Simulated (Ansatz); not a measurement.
`C=CC(=C)C` + H–F → `C=CC(=C)F` + CH₄ at 700 K and 1 bar (substitution at a C–C bond).

Computed with Ansatz on PBE0-D4/def2-TZVP structures; ΔE is electronic, products minus reactants. CCSD(T)/CBS is the MP2 limit (def2-TZVPP, def2-QZVPP) plus CCSD(T) − MP2 in def2-TZVPP, frozen cores. This one scheme is used for every species. Each species was taken in one conformer, which may not be the lowest.

| species | CCSD(T)/CBS energy (Eh) | H − E (kJ/mol) | S (J/(mol·K)) |
| --- | --- | --- | --- |
| `C=CC(=C)C` | -195.04374 | 374.2 | 428.5 |
| H–F | -100.39570 | 45.2 | 198.5 |
| `C=CC(=C)F` | -254.96356 | 268.9 | 399.0 |
| CH₄ | -40.46206 | 145.9 | 224.0 |

H − E and S are ideal-gas, rigid-rotor, harmonic terms from PBE0-D4/def2-TZVP, for one conformer and one mirror image of each species. 1 Eh = 2625.50 kJ/mol, R = 8.31446 J/(mol·K).

**Question.** By hand: ΔE, ΔH, ΔS and ΔG.

**Answer.** ΔE = (-254.96356) + (-40.46206) − (-195.04374) − (-100.39570) = 0.01382 Eh = 36.3 kJ/mol. Δ(H − E) = 268.9 + 145.9 − 374.2 − 45.2 = -4.6, so ΔH = 31.7 kJ/mol. ΔS = 399.0 + 224.0 − 428.5 − 198.5 = -4.0 J/(mol·K). ΔG = 31.7 − 700 × (-4.0)/1000 = 34.5 kJ/mol.

**Question.** By hand: the equilibrium constant, and the temperature at which ΔG would vanish if ΔH and ΔS stayed fixed.

**Answer.** log₁₀ K = −ΔG/(RT ln 10) = -2.6. ΔH and −TΔS have one sign here, so there is no such temperature.

The number of gas molecules stays the same, so ΔS is small and ΔH decides. A doubt of 5 kJ/mol in ΔE shifts log₁₀ K by 0.4 here. Other conformers and mirror images would add mixing entropy, several J/(mol·K) or more a flexible species. These are equilibria of isolated gas molecules and say nothing of rates. Largest T1 diagnostic: 0.012 (customary marks: 0.02 for closed shells, 0.045 for open ones).

ΔS is within the doubt of such terms, so its sign, and with it that verdict, could turn.
